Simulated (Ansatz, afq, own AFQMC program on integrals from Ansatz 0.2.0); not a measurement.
Integrals from Ansatz 0.2.0, then the random walk in our own AFQMC program (afq).

```yaml
crystal:
  periodic: [false, false, false]
  atoms:
    - {symbol: O, position_ang: [0.000000, 0.000000, 0.000000]}
basis:
  gaussian: {orbitals: def2-TZVPP}
magnetization: {spin_polarized: true, initial_magnetization: 2}
correlation: {method: ccsd_t, electrons: outside_noble_gas, hamiltonian_folder: ham}
```

```sh
$ ansatz run in.yaml --threads 1 --pin off --events-out ev --progress --plain --max-ram 24576MiB --backend cuda --devices 0, --max-vram 18GiB
```

afq runs on the folder ham with

```
--method phaseless --trial hf --walkers 4000 --populations 20 --least-time 40 --time-step 0.005 --steps-per-block 20 --equilibration-blocks 112 --max-blocks 4000 --target-error 0.00045 --factor-cut 1e-05 --start spin_pure --seed 7640 --taylor-order 6
```

Times are imaginary, in 1/Eh. The walk had a cap of 49 s. With eight or more populations the least sampling time is a fifth of least-time, and the error comes from their spread.

Output of the walk:

```
orbitals 30  electrons 4 2  factors 200 of 200
reference energy -74.81562508 Eh
CCSD correlation -0.15827391 Eh in 9 cycles, weight of the determinant in the CISD state 0.9633
energy of the start -74.815809 Eh
 block  time / (1/Eh)  mean weight  energy / Eh
     1     0.100  1.0014  -74.881512
     2     0.200  1.0013  -74.915265
     3     0.300  1.0014  -74.936017
     4     0.400  1.0011  -74.948217
     5     0.500  1.0008  -74.954720
     8     0.800  1.0006  -74.968608
    13     1.300  1.0000  -74.976826
    25     2.500  1.0004  -74.973736
    37     3.700  1.0001  -74.978636
    49     4.900  1.0003  -74.977722
    61     6.100  0.9995  -74.973284
    73     7.300  0.9999  -74.973336
    85     8.500  0.9993  -74.976710
    89     8.900  1.0001  -74.979828
    97     9.700  1.0003  -74.973869
   109    10.900  1.0000  -74.972623
   121    12.100  1.0003  -74.973371
   133    13.300  0.9994  -74.971914
   145    14.500  1.0000  -74.973675
   157    15.700  1.0002  -74.976199
   169    16.900  1.0002  -74.971770
   181    18.100  1.0002  -74.972427
   189    18.900  0.9997  -74.967932
error from the spread of 20 populations
energy -74.974082 +/- 0.000394 Eh
(rows thinned)
```

The run passed its tests (sampling time, drift between the halves within three errors, error under three times the target), which doesn't prove that it has relaxed. The second half of the sampling lies above the first by 2.3 errors of their difference, so the energy may still be moving and its error bar be too small.

Against this walk (error 10.7 meV) on the same determinant: CCSD(T) 72.5 meV lower, CCSDT(Q) 82.7 meV lower, CCSDTQ 82.7 meV lower, full CI 82.7 meV lower, a separate phaseless walk with a CISD trial and standard settings 77.5 ± 11.0 meV lower. The error is statistical and leaves out the bias of the constraint. Full CI is exact here, so the walk's 83 meV above it is the walk's own error: the bias of the constraint with this trial, or a walk that hasn't relaxed.

Cautions: constraint bias not in the error.

The walk took 25 s on 1 × NVIDIA H100 80GB HBM3 with 1 thread of AMD EPYC 7R13 Processor (Zen 3) (shared host) (the card was shared). The log's last line is the phaseless energy.

CCSDT and higher add their correlation energy to the determinant of the CCSD(T) run, since their own runs factorise the integrals more tightly (a shift of under 2 meV). A walk keeps the symmetry of its determinant, which the program's search chose and which needn't be the lowest solution, so a lower state of the same spin and another symmetry isn't excluded.
